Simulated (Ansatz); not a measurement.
# S3: the cost of one run

Method: the levels named in each step, in Ansatz 0.2.0.

## (1) The structure to begin with

Bond lengths: S1–S2 1.985 Å, S2–S3 1.985 Å. Angles: S1–S2–S3 115.3°.

Structure file:

```xyz
3

S    -1.6775   -0.3515   -0.0036
S     0.0012    0.7080   -0.0029
S     1.6764   -0.3565    0.0065
```

## (2) A rough first relaxation, PBE-D4/def2-SVPD

This run stands in another session on the same molecule. It ended at:

```xyz
3

S    -1.7265   -0.3598   -0.0037
S     0.0012    0.7248   -0.0030
S     1.7254   -0.3650    0.0067
```

## (3) Relaxation, PBE0-D4/def2-TZVPPD

This run stands in another session on the same molecule. It ended at:

```xyz
3

S    -1.6778   -0.3504   -0.0036
S     0.0011    0.7059   -0.0029
S     1.6768   -0.3555    0.0065
```

## (4) Frequencies, PBE0-D4/def2-TZVPPD

The input, input.yaml:

```yaml
crystal:
  periodic: [false, false, false]
  atoms:
    - { symbol: S, position_ang: [-1.67777781, -0.35037989, -0.0036153] }
    - { symbol: S, position_ang: [0.00112148, 0.70587268, -0.00292127] }
    - { symbol: S, position_ang: [1.67676633, -0.35549278, 0.00653658] }
magnetization:
  spin_polarized: true
  initial_magnetization: 1
total_charge: -1
basis:
  gaussian: { orbitals: def2-TZVPPD.json }
hamiltonian:
  xc: pbe0
  dispersion: d4
phonons: {}
```

Command:

```bash
> ansatz run input.yaml --threads 2 --pin off --max-ram 5120MiB --backend cpu --events-out ev --progress --plain --runs-dir out
```

What time and memory should one allow on 2 threads of Intel Xeon at 2.50GHz (Skylake/Cascade Lake), shared host?

About 64 s, with a peak of 0.46 GiB.
